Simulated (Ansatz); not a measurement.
**CH6AlN: rigid scan of one bond length in Python**

How does the energy of CH6AlN change as one bond is stretched? The task is a rigid scan of one bond length, for CH6AlN. SMILES: [CH3][AlH][NH2].

All numbers are computed with Ansatz 0.2.0, driven from Python. Level of theory: MP2/def2-SVP.

### Step 1. Starting point

Bond lengths: C1–Al2 1.926 Å, Al2–N3 1.903 Å, C1–H4 1.060 Å, C1–H5 1.134 Å, C1–H6 1.163 Å, Al2–H7 1.623 Å, N3–H8 1.047 Å, N3–H9 1.112 Å. Angles: C1–Al2–N3 119.5°, C1–Al2–H7 120.0°, N3–Al2–H7 120.6°, Al2–C1–H4 111.5°, Al2–C1–H5 113.0°, Al2–C1–H6 111.7°, H4–C1–H5 106.4°, H4–C1–H6 108.0°, H5–C1–H6 105.8°, Al2–N3–H8 105.6°, Al2–N3–H9 106.8°, H8–N3–H9 103.5°.

No structure file is read: the coordinates are typed or built in the script.

### Step 2. Script

scan_ch6aln.py reads:

```python
"""Potential curve of CH6AlN along one bond."""

import ansatz as az
from ase import Atoms
import matplotlib.pyplot as plt
import numpy as np

BASIS_SET = "def2-SVP"
METHOD = "MP2"

atoms = Atoms(["C", "Al", "N", "H", "H", "H", "H", "H", "H"], positions=[
    (-0.8094, 0.8366, -0.9814),
    (0.5775, -0.1481, -0.0785),
    (0.1765, -1.0526, 1.5471),
    (-1.6197, 0.2089, -1.2517),
    (-0.4524, 1.3284, -1.9392),
    (-1.2264, 1.6976, -0.3204),
    (2.0717, -0.207, -0.7083),
    (0.486, -2.0425, 1.4028),
    (0.8848, -0.6676, 2.3125),
])
molecule = az.Crystal.molecule_from_ase(atoms)

symbols = [site.symbol for site in molecule.cartesian_sites]
start = np.array([site.position_ang for site in molecule.cartesian_sites])
axis = (start[7] - start[2]) / np.linalg.norm(start[7] - start[2])
moving = [7]
lengths, energies = [0.921, 0.963, 1.005, 1.047, 1.089, 1.131, 1.173, 1.236], []
for length in lengths:
    xyz = start.copy()
    xyz[moving] += (length - np.linalg.norm(start[7] - start[2])) * axis
    point = az.Crystal.molecule()
    for symbol, place in zip(symbols, xyz):
        point = point.atom(symbol, place.tolist())
    calculation = point.calculation().basis(gaussian=BASIS_SET).correlation(METHOD)
    summary = calculation.run().report
    energies.append(summary["free_energy_ev"])
    print(f"r = {length:6.3f} A  E = {energies[-1]:.5f} eV  <S^2> = {abs(summary['mean_field']['state']['spin_squared']):.3f}")

# quartic fit about the minimum
fit = np.polynomial.Polynomial.fit(lengths, np.array(energies) - min(energies), 4).convert()
roots = [r.real for r in fit.deriv().roots() if abs(r.imag) < 1e-9 and fit.deriv(2)(r.real) > 0]
r_e = min(roots, key=lambda r: abs(r - lengths[int(np.argmin(energies))]))
print(f"minimum of the fit at {r_e:.4f} A, force constant {fit.deriv(2)(r_e):.2f} eV/A^2")
plt.figure(figsize=(4.5, 3))
plt.plot(lengths, np.array(energies) - min(energies), "o-")
plt.xlabel("bond length (A)")
plt.ylabel("E - E(min) (eV)")
plt.tight_layout()
plt.savefig("scan.png", dpi=100)
```

### Step 3. Launch

Command:

```console
$ python scan_ch6aln.py
```

Without the output at hand: what should come out? Wanted: range of energy; lowest point, distance.

**Answer**, as computed:

| quantity | value |
| --- | --- |
| bond length at the fit's minimum | 1.0258 Å |
| runs compared | 8 |
| range of energy | 0.628 eV |
| lowest point, distance (Å) | 1.05 |

In words: The curve has its lowest point inside the range, at 1.05. The ends stand 0.292 and 0.628 eV above it. The distance scanned is the script's pair 2, 7. Caveats:
- The rest of the molecule is held rigid at a force-field or estimated start geometry, and the basis set is modest; single-reference methods fail as a bond breaks.
- The orbitals are restricted, so S² is zero by construction.
- S² is that of the Hartree-Fock reference.
